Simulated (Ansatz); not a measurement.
We consider fluorite CdF2, described by PBE0-D3(BJ) in Ansatz (PAW).

Settings: plane-wave cutoff 460 eV, 8×8×8 k mesh, Fermi–Dirac smearing 0.01 eV, scalar-relativistic PAW data made under PBE.

Response to compression and expansion:

| V (Å³/atom) | P (GPa) | direct gap at Γ (eV) | smallest gap on the k mesh (eV) |
|---|---|---|---|
| 12.310 | 6.44 | 6.689 | 6.188 |
| 12.634 | 3.00 | 6.625 | 6.084 |
| 13.070 | -0.92 | 6.536 | 5.947 |
| 13.281 | -2.56 | 6.492 | 5.882 |
| 13.605 | -4.80 | 6.424 | 5.785 |

The fundamental gap (5.98 eV at the equilibrium volume, on the SCF mesh) lies elsewhere than Γ–Γ.

Measured, for comparison: band gap 7.8 eV (temperature not stated, no zero-point or thermal correction, indirect W–Γ; as tabulated in Cappellini et al. (2013), arXiv:1302.2571).

Spin–orbit coupling is not included.

Ansatz is an electronic-structure program.
